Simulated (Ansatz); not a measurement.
# CH5SSi: the cost of one run

Computed with Ansatz 0.2.0 through its Python package. Level of theory: PBE0/def2-SVP.

### 1 The system

Bond lengths: C1–S2 1.750 Å, S2–Si3 2.140 Å, C1–H4 1.033 Å, C1–H5 1.116 Å, C1–H6 1.164 Å, Si3–H7 1.535 Å, Si3–H8 1.419 Å. Angles: C1–S2–Si3 101.4°, S2–C1–H4 112.3°, S2–C1–H5 114.1°, S2–C1–H6 109.6°, H4–C1–H5 109.1°, H4–C1–H6 107.0°, H5–C1–H6 104.2°, S2–Si3–H7 107.5°, S2–Si3–H8 109.5°, H7–Si3–H8 109.2°.

No structure file is read: the coordinates are typed or built in the script.

### 2 The script

File scan.py:

```python
# -*- coding: utf-8 -*-
"""Stretching a bond of CH5SSi, the rest held rigid."""

import ansatz as az
from ase import Atoms
import numpy as np

BASIS_SET = "def2-SVP"
XC = "pbe0"


def main():
    atoms = Atoms(["C", "S", "Si", "H", "H", "H", "H", "H"], positions=[
        (-0.8527, 0.9344, -0.2519),
        (0.6316, 0.7553, 0.657),
        (1.3148, -1.1557, -0.0213),
        (-1.5422, 0.199, -0.0244),
        (-0.7089, 0.9708, -1.3584),
        (-1.3469, 1.9567, 0.0048),
        (2.3692, -1.6507, 0.9787),
        (0.2273, -2.0669, -0.0403),
    ])
    mol = az.Crystal.molecule_from_ase(atoms)

    symbols = [site.symbol for site in mol.cartesian_sites]
    start = np.array([site.position_ang for site in mol.cartesian_sites])
    axis = (start[1] - start[0]) / np.linalg.norm(start[1] - start[0])
    moving = [1, 2, 6, 7]
    lengths, energies = [1.54, 1.61, 1.68, 1.75, 1.82, 1.89, 1.96, 2.065], []
    for length in lengths:
        xyz = start.copy()
        xyz[moving] += (length - np.linalg.norm(start[1] - start[0])) * axis
        point = az.Crystal.molecule()
        for symbol, place in zip(symbols, xyz):
            point = point.atom(symbol, place.tolist())
        setup = (
            point.calculation()
            .basis(gaussian=BASIS_SET)
            .functional(XC)
            .spin("collinear", total=1)
        )
        rep = setup.run().report
        energies.append(rep["free_energy_ev"])
        print(f"r = {length:6.3f} A  E = {energies[-1]:.5f} eV  <S^2> = {abs(rep['mean_field']['state']['spin_squared']):.3f}")

    # quartic fit about the minimum
    fit = np.polynomial.Polynomial.fit(lengths, np.array(energies) - min(energies), 4).convert()
    roots = [r.real for r in fit.deriv().roots() if abs(r.imag) < 1e-9 and fit.deriv(2)(r.real) > 0]
    r_e = min(roots, key=lambda r: abs(r - lengths[int(np.argmin(energies))]))
    print(f"minimum of the fit at {r_e:.4f} A, force constant {fit.deriv(2)(r_e):.2f} eV/A^2")


if __name__ == "__main__":
    main()
```

### 3 What the engine is handed

The engine receives this input (first run):

```yaml
crystal:
  periodic: [false, false, false]
  atoms:
    - { symbol: C, position_ang: [-0.8527, 0.9344, -0.2519] }
    - { symbol: S, position_ang: [0.45373517751034886, 0.7767616921834511, 0.5480858066692421] }
    - { symbol: Si, position_ang: [1.136935177510349, -1.1342383078165488, -0.1302141933307579] }
    - { symbol: H, position_ang: [-1.5422, 0.199, -0.0244] }
    - { symbol: H, position_ang: [-0.7089, 0.9708, -1.3584] }
    - { symbol: H, position_ang: [-1.3469, 1.9567, 0.0048] }
    - { symbol: H, position_ang: [2.191335177510349, -1.6292383078165489, 0.8697858066692421] }
    - { symbol: H, position_ang: [0.04943517751034884, -2.045438307816549, -0.1492141933307579] }
basis:
  gaussian:
    orbitals: def2-SVP
hamiltonian:
  xc: pbe0
magnetization:
  spin_polarized: true
  initial_magnetization: 1.0
```

### 4 Running it

Launch:

```console
$ python scan.py
```

What time and memory should one allow on 1 thread of Arm Neoverse V2, shared host?

About 24 s, with a peak of 0.25 GiB.
